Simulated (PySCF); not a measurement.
The numbers are results of PBE-D3(BJ)/def2-TZVP // B3LYP-D3(BJ)/def2-TZVP (PySCF), not measurements. Gas-phase values, no solvent. One relaxed conformer stands for a flexible species; it need not be the lowest. Excitations are Tamm–Dancoff values on a coarser integration grid. The basis has no diffuse functions, so Rydberg states are missing or too high.

Reference species (SMILES): `C=O` (neutral, multiplicity 1).

```json
{
  "S1 oscillator strength": "0.000",
  "T1 excitation (TDA)": "3.21 eV",
  "LUMO": "-2.53 eV",
  "S1–T1 gap (TDA)": "0.72 eV"
}
```

Changed species: `O=CO[SiH3]` (O–C–O–Si torsion 0°) (X = siloxy; the reference has X = H).

Q: What does the change do to the S1 oscillator strength, T1 excitation (TDA), LUMO and S1–T1 gap (TDA)?

A: the S1 oscillator strength stays essentially unchanged; the T1 excitation (TDA) increases by 1.80 eV, to 5.01 eV; the LUMO goes up by 0.97 eV, to -1.56 eV; the S1–T1 gap (TDA) drops by 0.14 eV, to 0.58 eV.
